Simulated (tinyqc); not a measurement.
Inside a calculation. Method: UHF in the sto-3g basis, for CH2, spin multiplicity 1. One step of it, computed by the program tinyqc.

Task: Iteration 2: building the Fock matrix. J_ij = sum D_kl (ij|kl) with D = D(alpha) + D(beta), K_ij = sum D_kl (ik|jl) for each spin; F = H + J - K(s); E = tr D H + tr D J / 2 - 0.5 sum_s tr D(s) K(s) + E_nn.

D(alpha) after iteration 1, order 1C 1s, 1C 2s, 1C 2px, 1C 2py, 1C 2pz, 2H 1s, 3H 1s:
```
[[1.035122, -0.124854, 0.069585, -0.000144, -0.011588, -0.058844, -0.058413],
 [-0.124854, 0.518476, -0.307991, -0.000191, -0.006269, 0.129946, 0.130176],
 [0.069585, -0.307991, 0.712063, 0.000530, 0.346003, 0.099701, 0.100069],
 [-0.000144, -0.000191, 0.000530, 0.324009, 0.000391, 0.235420, -0.236524],
 [-0.011588, -0.006269, 0.346003, 0.000391, 0.221598, 0.113208, 0.113357],
 [-0.058844, 0.129946, 0.099701, 0.235420, 0.113208, 0.263295, -0.079260],
 [-0.058413, 0.130176, 0.100069, -0.236524, 0.113357, -0.079260, 0.265611]]
```

D(beta) after iteration 1, order 1C 1s, 1C 2s, 1C 2px, 1C 2py, 1C 2pz, 2H 1s, 3H 1s:
```
[[1.035122, -0.124854, -0.069585, -0.000144, -0.011588, -0.058844, -0.058413],
 [-0.124854, 0.518476, 0.307991, -0.000191, -0.006269, 0.129946, 0.130176],
 [-0.069585, 0.307991, 0.712063, -0.000530, -0.346003, -0.099701, -0.100069],
 [-0.000144, -0.000191, -0.000530, 0.324009, 0.000391, 0.235420, -0.236524],
 [-0.011588, -0.006269, -0.346003, 0.000391, 0.221598, 0.113208, 0.113357],
 [-0.058844, 0.129946, -0.099701, 0.235420, 0.113208, 0.263295, -0.079260],
 [-0.058413, 0.130176, -0.100069, -0.236524, 0.113357, -0.079260, 0.265611]]
```

core Hamiltonian H = T + V (hartree), order 1C 1s, 1C 2s, 1C 2px, 1C 2py, 1C 2pz, 2H 1s, 3H 1s:
```
[[-18.761184, -4.526373, 0.000000, -0.000254, -0.018409, -1.245072, -1.219431],
 [-4.526373, -5.684761, 0.000000, -0.001761, -0.184905, -2.609549, -2.576630],
 [0.000000, 0.000000, -4.548179, 0.000000, 0.000000, 0.000000, 0.000000],
 [-0.000254, -0.001761, 0.000000, -4.746108, -0.000942, -1.793835, 1.779020],
 [-0.018409, -0.184905, 0.000000, -0.000942, -4.618809, -1.119596, -1.108924],
 [-1.245072, -2.609549, 0.000000, -1.793835, -1.119596, -3.693979, -0.792580],
 [-1.219431, -2.576630, 0.000000, 1.779020, -1.108924, -0.792580, -3.671903]]
```

Two-electron integrals (ij|kl) in chemists' order, unique and non-zero (hartree):
```
(11|11) 3.541948    (21|11) 0.576921    (21|21) 0.111888    (22|11) 0.854682
(22|21) 0.205284    (22|22) 0.624709    (31|31) 0.020296    (32|31) 0.030858
(32|32) 0.137996    (33|11) 0.852436    (33|21) 0.205335    (33|22) 0.624568
(33|33) 0.672833    (41|41) 0.020296    (42|41) 0.030858    (42|42) 0.137996
(43|43) 0.036269    (44|11) 0.852436    (44|21) 0.205335    (44|22) 0.624568
(44|33) 0.600295    (44|44) 0.672833    (51|51) 0.020296    (52|51) 0.030858
(52|52) 0.137996    (53|53) 0.036269    (54|54) 0.036269    (55|11) 0.852436
(55|21) 0.205335    (55|22) 0.624568    (55|33) 0.600295    (55|44) 0.600295
(55|55) 0.672833    (61|11) 0.158745    (61|21) 0.030570    (61|22) 0.055879
(61|33) 0.055688    (61|41) 0.001619    (61|42) 0.002987    (61|44) 0.056123
(61|51) 0.000968    (61|52) 0.001785    (61|54) 0.000260    (61|55) 0.055844
(61|61) 0.008544    (62|11) 0.351354    (62|21) 0.085374    (62|22) 0.282439
(62|33) 0.275963    (62|41) 0.006966    (62|42) 0.046307    (62|44) 0.290090
(62|51) 0.004164    (62|52) 0.027682    (62|54) 0.008445    (62|55) 0.281011
(62|61) 0.024275    (62|62) 0.162278    (63|31) 0.009041    (63|32) 0.046520
(63|43) 0.009270    (63|53) 0.005542    (63|63) 0.020939    (64|11) 0.247326
(64|21) 0.060917    (64|22) 0.213714    (64|33) 0.202873    (64|41) 0.013408
(64|42) 0.079310    (64|44) 0.231551    (64|51) 0.002610    (64|52) 0.019602
(64|54) 0.011602    (64|55) 0.206496    (64|61) 0.018208    (64|62) 0.146078
(64|64) 0.150074    (65|11) 0.147849    (65|21) 0.036415    (65|22) 0.127756
(65|33) 0.121275    (65|41) 0.002610    (65|42) 0.019602    (65|44) 0.127336
(65|51) 0.010601    (65|52) 0.058238    (65|54) 0.012893    (65|55) 0.134524
(65|61) 0.010885    (65|62) 0.087324    (65|64) 0.077195    (65|65) 0.067086
(66|11) 0.488562    (66|21) 0.120761    (66|22) 0.451176    (66|33) 0.427094
(66|41) 0.013112    (66|42) 0.114147    (66|44) 0.479961    (66|51) 0.007838
(66|52) 0.068236    (66|54) 0.031603    (66|55) 0.445986    (66|61) 0.034943
(66|62) 0.318602    (66|64) 0.317917    (66|65) 0.190047    (66|66) 0.774606
(71|11) 0.155416    (71|21) 0.029932    (71|22) 0.054725    (71|33) 0.054538
(71|41) -0.001585   (71|42) -0.002927   (71|44) 0.054965    (71|51) 0.000946
(71|52) 0.001747    (71|54) -0.000255   (71|55) 0.054690    (71|61) 0.008095
(71|62) 0.022312    (71|64) 0.015105    (71|65) 0.010011    (71|66) 0.031338
(71|71) 0.008191    (72|11) 0.346581    (72|21) 0.084227    (72|22) 0.278963
(72|33) 0.272537    (72|41) -0.006878   (72|42) -0.045875   (72|44) 0.286566
(72|51) 0.004106    (72|52) 0.027384    (72|54) -0.008374   (72|55) 0.277536
(72|61) 0.022477    (72|62) 0.117801    (72|64) 0.075417    (72|65) 0.061665
(72|66) 0.183372    (72|71) 0.023457    (72|72) 0.158750    (73|31) 0.008886
(73|32) 0.045829    (73|43) -0.009164   (73|53) 0.005470    (73|63) 0.014263
(73|73) 0.020393    (74|11) -0.244964   (74|21) -0.060341   (74|22) -0.211930
(74|33) -0.201183   (74|41) 0.013212    (74|42) 0.078421    (74|44) -0.229605
(74|51) -0.002582   (74|52) -0.019455   (74|54) 0.011496    (74|55) -0.204780
(74|61) -0.015285   (74|62) -0.075856   (74|64) -0.035464   (74|65) -0.038851
(74|66) -0.107423   (74|71) -0.017658   (74|72) -0.143454   (74|74) 0.147695
(75|11) 0.146227    (75|21) 0.036019    (75|22) 0.126508    (75|33) 0.120093
(75|41) -0.002582   (75|42) -0.019455   (75|44) 0.126118    (75|51) 0.010428
(75|52) 0.057443    (75|54) -0.012761   (75|55) 0.133181    (75|61) 0.010108
(75|62) 0.061771    (75|64) 0.038704    (75|65) 0.045930    (75|66) 0.102516
(75|71) 0.010541    (75|72) 0.085632    (75|74) -0.075991   (75|75) 0.065754
(76|11) 0.099260    (76|21) 0.024180    (76|22) 0.082503    (76|33) 0.080389
(76|41) -0.000006   (76|42) -0.000063   (76|44) 0.082927    (76|51) 0.001970
(76|52) 0.013822    (76|54) -0.000016   (76|55) 0.084117    (76|61) 0.006709
(76|62) 0.042700    (76|64) 0.033198    (76|65) 0.025262    (76|66) 0.078403
(76|71) 0.006572    (76|72) 0.042293    (76|74) -0.033073   (76|75) 0.025068
(76|76) 0.013546    (77|11) 0.484920    (77|21) 0.119880    (77|22) 0.448705
(77|33) 0.424747    (77|41) -0.012963   (77|42) -0.113500   (77|44) 0.477380
(77|51) 0.007738    (77|52) 0.067752    (77|54) -0.031418   (77|55) 0.443501
(77|61) 0.031768    (77|62) 0.184705    (77|64) 0.107559    (77|65) 0.103060
(77|66) 0.289164    (77|71) 0.033966    (77|72) 0.314601    (77|74) -0.315034
(77|75) 0.188054    (77|76) 0.078403    (77|77) 0.774606
```

nuclear repulsion = 6.28846288 hartree

Give: Coulomb J; exchange K(alpha); exchange K(beta); F(alpha); F(beta); total energy of this density.

Result:

Coulomb J (hartree), order 1C 1s, 1C 2s, 1C 2px, 1C 2py, 1C 2pz, 2H 1s, 3H 1s:
```
[[11.446, 2.209, 0.000, 0.000, 0.024, 0.606, 0.594],
 [2.209, 5.119, 0.000, 0.000, 0.180, 2.346, 2.318],
 [0.000, 0.000, 5.098, 0.000, 0.000, 0.000, 0.000],
 [0.000, 0.000, 0.000, 5.171, 0.000, 1.782, -1.767],
 [0.024, 0.180, 0.000, 0.000, 5.070, 1.113, 1.103],
 [0.606, 2.346, 0.000, 1.782, 1.113, 3.850, 0.689],
 [0.594, 2.318, 0.000, -1.767, 1.103, 0.689, 3.833]]
```

exchange K(alpha) (hartree), order 1C 1s, 1C 2s, 1C 2px, 1C 2py, 1C 2pz, 2H 1s, 3H 1s:
```
[[3.590, 0.629, 0.001, 0.000, 0.001, 0.177, 0.173],
 [0.629, 0.810, -0.154, 0.001, 0.153, 0.472, 0.467],
 [0.001, -0.154, 0.626, 0.000, 0.245, 0.003, 0.004],
 [0.000, 0.001, 0.000, 0.682, 0.001, 0.357, -0.356],
 [0.001, 0.153, 0.245, 0.001, 0.400, 0.213, 0.212],
 [0.177, 0.472, 0.003, 0.357, 0.213, 0.631, 0.138],
 [0.173, 0.467, 0.004, -0.356, 0.212, 0.138, 0.627]]
```

exchange K(beta) (hartree), order 1C 1s, 1C 2s, 1C 2px, 1C 2py, 1C 2pz, 2H 1s, 3H 1s:
```
[[3.590, 0.629, -0.001, 0.000, 0.001, 0.177, 0.173],
 [0.629, 0.810, 0.154, 0.001, 0.153, 0.472, 0.467],
 [-0.001, 0.154, 0.626, 0.000, -0.245, -0.003, -0.004],
 [0.000, 0.001, 0.000, 0.682, 0.001, 0.357, -0.356],
 [0.001, 0.153, -0.245, 0.001, 0.400, 0.213, 0.212],
 [0.177, 0.472, -0.003, 0.357, 0.213, 0.631, 0.138],
 [0.173, 0.467, -0.004, -0.356, 0.212, 0.138, 0.627]]
```

F(alpha) (hartree), order 1C 1s, 1C 2s, 1C 2px, 1C 2py, 1C 2pz, 2H 1s, 3H 1s:
```
[[-10.905, -2.946, -0.001, 0.000, 0.005, -0.815, -0.799],
 [-2.946, -1.377, 0.154, -0.002, -0.159, -0.735, -0.726],
 [-0.001, 0.154, -0.075, 0.000, -0.245, -0.003, -0.004],
 [0.000, -0.002, 0.000, -0.257, -0.002, -0.369, 0.368],
 [0.005, -0.159, -0.245, -0.002, 0.051, -0.220, -0.218],
 [-0.815, -0.735, -0.003, -0.369, -0.220, -0.475, -0.241],
 [-0.799, -0.726, -0.004, 0.368, -0.218, -0.241, -0.467]]
```

F(beta) (hartree), order 1C 1s, 1C 2s, 1C 2px, 1C 2py, 1C 2pz, 2H 1s, 3H 1s:
```
[[-10.905, -2.946, 0.001, 0.000, 0.005, -0.815, -0.799],
 [-2.946, -1.377, -0.154, -0.002, -0.159, -0.735, -0.726],
 [0.001, -0.154, -0.075, 0.000, 0.245, 0.003, 0.004],
 [0.000, -0.002, 0.000, -0.257, -0.002, -0.369, 0.368],
 [0.005, -0.159, 0.245, -0.002, 0.051, -0.220, -0.218],
 [-0.815, -0.735, 0.003, -0.369, -0.220, -0.475, -0.241],
 [-0.799, -0.726, 0.004, 0.368, -0.218, -0.241, -0.467]]
```

total energy of this density = -38.32459 hartree
